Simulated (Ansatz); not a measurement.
A made-up structure of CH₅OSi (charge -1), closed shell:

```
8
angstrom
C -0.5333 0.7122 -0.4044
Si 0.5903 -0.6474 0.3293
O 2.0680 -0.6790 -0.1805
H 1.7420 -0.8816 1.1263
H -1.5466 0.6554 0.0128
H -0.1262 1.7059 -0.1875
H 0.3926 -0.4430 1.8369
H -0.2428 -1.9126 0.0861
```

It is relaxed with PBE-D4/def2-SVPD and then PBE0-D4/def2-TZVPD (Ansatz 0.2.0). Atoms count as bonded within 1.22 times the sum of their covalent radii (H–H: 0.88 Å). The end point is not checked to be a true minimum.

Q: Does its bonding change? (A judgement: the text doesn't fix the answer.)

A: Computed: Yes. Formed: O3–H4; broken: Si2–H4.

Where it ends: The first stage lowers the energy by 3.40 eV in 15 steps. It ends as CH₅OSi ([CH2][SiH2][OH]), total charge -1:
```
8
angstrom
C -0.6801 0.7846 -0.1097
Si 0.2995 -0.5102 0.5384
O 1.9209 -0.7246 0.0121
H 2.4315 -1.1718 0.6938
H -1.3313 0.6087 -0.9637
H -0.5020 1.8349 0.1154
H 0.5539 -0.4553 2.0416
H -0.3484 -1.8565 0.2910
```

Labels in which every atom is bracketed show which atoms are joined, not bond orders.

For scale, one of the runs: PBE0-D4/def2-TZVPD relaxation, 165 basis functions, launched by `ansatz run in.yaml --threads 2 --pin off --events-out ev --progress --plain --max-ram 4352MiB`. Hardware: 2 CPU threads of an Arm Neoverse V2, shared host. Wall time about 25 s.
